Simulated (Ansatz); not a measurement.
**CH3SSi− (SMILES [CH-]=[SiH]S): functionals against CCSD(T) at one geometry**

Program: Ansatz 0.2.0, Gaussian basis. Level of theory: single points in def2-TZVPPD. These are calculated values, not measurements.

Correlated methods freeze the cores.

**1. The system as given**

6 atoms, charge -1, spin multiplicity 1.

Atoms are counted from 1 here; the program's logs count them from 0.

Bond lengths: C1–Si2 1.752 Å, C1–H4 1.096 Å, Si2–S3 2.331 Å, Si2–H5 1.487 Å, S3–H6 1.335 Å. Angles: Si2–C1–H4 96.4°, C1–Si2–S3 129.7°, C1–Si2–H5 124.3°, S3–Si2–H5 104.7°, Si2–S3–H6 92.9°.

Coordinates:

```
atom    x (Å)    y (Å)    z (Å)
  C1  -1.1829  -0.5397  -1.2142
 Si2  -0.2537   0.6423  -0.3150
  S3   1.3914   0.3242   1.3047
  H4  -1.1393  -1.3316  -0.4575
  H5  -0.1497   2.0799  -0.6807
  H6   0.8316  -0.8022   1.7506
```

**2. PBE-D4/def2-TZVPPD**

Contents of run/in.yaml:

```yaml
crystal:
  periodic: [false, false, false]
  atoms:
    - {symbol: C, position_ang: [-1.182854, -0.539739, -1.214187]}
    - {symbol: Si, position_ang: [-0.253733, 0.642340, -0.315006]}
    - {symbol: S, position_ang: [1.391423, 0.324168, 1.304731]}
    - {symbol: H, position_ang: [-1.139302, -1.331590, -0.457500]}
    - {symbol: H, position_ang: [-0.149682, 2.079889, -0.680687]}
    - {symbol: H, position_ang: [0.831568, -0.802247, 1.750618]}
basis:
  gaussian: {orbitals: "def2-TZVPPD.json"}
total_charge: -1
hamiltonian: {xc: pbe, dispersion: d4}
output: {forces: true}
```

The basis file named in the input lies beside it (Basis Set Exchange, JSON).

Command:

```bash
> ansatz run in.yaml --threads 2 --pin off --events-out ev --progress --plain --max-ram 3481MiB
```

Q: Estimate wall time and peak memory on 2 threads of Intel Xeon at 2.50GHz, shared host.

About 5.5 s, with a peak of 0.21 GiB.
